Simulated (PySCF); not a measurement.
The electron affinity along group 13

All values are computed (PySCF 2.14, energy differences of UHF-based or UKS calculations, no spin-orbit coupling). Values in eV. The last column holds reference values (measured affinities from photodetachment; the arrow runs from anion to atom). Unmarked ones compare directly (S terms, centres of terms, or small fine structure); those marked * lie between the lowest fine-structure levels and include a spin-orbit shift.

```
                               element                                   configurations     UHF  MP2 (valence)  SCS-MP2 (valence)  CCSD(T) (valence)    LDA   PBE0  reference
     B (aug-cc-pVQZ, non-relativistic)                      [He] 2s2 2p2 → [He] 2s2 2p1  -0.305          0.225              0.076              0.243  0.741  0.477      0.280
Al (aug-cc-pV(Q+d)Z, non-relativistic)                      [Ne] 3s2 3p2 → [Ne] 3s2 3p1   0.014          0.379              0.278              0.436  0.643  0.533    0.433 *
Ga (aug-cc-pVQZ-PP with ECP10MDF, ECP)            [Ar] 3d10 4s2 4p2 → [Ar] 3d10 4s2 4p1  -0.065          0.266              0.162              0.326  0.580  0.420    0.301 *
In (aug-cc-pVQZ-PP with ECP28MDF, ECP)            [Kr] 4d10 5s2 5p2 → [Kr] 4d10 5s2 5p1   0.075          0.372              0.284              0.429  0.648  0.497    0.384 *
Tl (aug-cc-pVQZ-PP with ECP60MDF, ECP)  [Xe] 4f14 5d10 6s2 6p2 → [Xe] 4f14 5d10 6s2 6p1  -0.008          0.255              0.165              0.317  0.611  0.423    0.320 *
```

The highest occupied level of the anion is positive for B⁻ at LDA, PBE0; Al⁻ at LDA, PBE0; Ga⁻ at LDA, PBE0; In⁻ at LDA, PBE0; Tl⁻ at LDA, PBE0, so there the basis helps to hold the electron.

For Tl a determinant mixes LS terms or the coupling is close to jj, so these rows are model values.

"Valence" correlates the outer s and p shells and, in groups 3 to 12 and the f block, the outer d or f shell, open or full, or the next shell where the ion has no valence electron left; the wider scheme adds the next inner shell.
